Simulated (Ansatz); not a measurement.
Zinc-blende HgTe

The numbers are results of PBEsol (plane waves, PAW; Ansatz, an electronic-structure program), not measurements.

Settings: plane-wave cutoff 500 eV, 8×10×1 k mesh (along the axes of the cell as run), Fermi–Dirac smearing 0.05 eV, scalar-relativistic PAW data made under PBE.

Cell: relaxed at this level.

| Property | Value |
|---|---|
| surface energy of the (110) face | 0.18 J/m² |
| work function of the (110) face | 4.75 eV |

The slab of 16 atoms is relaxed and unreconstructed.

Spin–orbit coupling is not included; it can shift volumes and moduli of such heavy elements.

Static lattice: no zero-point or thermal effects.
